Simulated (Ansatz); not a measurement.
# Surface energy of the (100) face (lowest termination tried) of rock-salt NaCl at several levels of theory

No measured value is used here.

Q: Put these levels in order of the surface energy of the (100) face (lowest termination tried) that they give for rock-salt NaCl, smallest first: PBE (Ansatz, a first-principles code), RPBE (Ansatz), r²SCAN (Ansatz).

A: RPBE (0.11 J/m²), PBE (0.15 J/m²), r²SCAN (0.20 J/m²)

Computed faces are unreconstructed. RPBE: the PAW data were made under another functional than the one run. Each level is taken at its own relaxed cell. Ansatz's density-functional and Hartree–Fock values are scalar-relativistic unless marked +SOC, with PAW data made under PBE.
